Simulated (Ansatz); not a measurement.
# SiS+ (quartet): from Hartree-Fock to the top rungs, def2-QZVPP

The task here is to estimate one member of a computed series from the others.

Method: def2-QZVPP, core rule «outside noble gas», up to 10 orbitals frozen; program: Ansatz 0.2.0, Gaussian basis.

To be run: UHF; ROHF; CCSD(T) on UHF.

## The geometry

The geometry is a PBE0/def2-TZVP stationary point (not a proven minimum) of the parent state, kept for this charge and spin.

2 atoms, charge 1, spin multiplicity 4.

Atoms are counted from 1 here; the program's logs count them from 0.

Bond lengths: Si1–S2 2.071 Å.

The first run:

in.yaml reads:

```yaml
crystal:
  periodic: [false, false, false]
  atoms:
    - {symbol: Si, position_ang: [0.000000, 0.000000, 0.000000]}
    - {symbol: S, position_ang: [0.000000, 0.000000, 2.071200]}
basis:
  gaussian: {orbitals: "def2-QZVPP.json"}
total_charge: 1
magnetization: {spin_polarized: true, initial_magnetization: 3}
hamiltonian: {xc: hf}
output: {orbitals: {seedname: orbitals}}
```

Run with:

```sh
> ansatz run in.yaml --threads 1 --pin off --events-out ev --progress --plain --max-ram 2393MiB
```

Steps of the session up to this table: UHF; ROHF; CCSD(T) on UHF.

One of the session's tables, all rows but one given; the rest of the session is left out.

It belongs to the step «Misses and costs». 

| method | from UCCSD(T) (meV) |
| --- | --- |
| ROHF | ? |
| UHF | +6573.9 |
| UMP2 | +1148.2 |
| UCCSD | +369.3 |
| UCCSD(T) | 0 |

Estimate the missing values for ROHF.

As computed: from UCCSD(T) (meV): +6820.4. In the column «from UCCSD(T) (meV)» it is the highest.
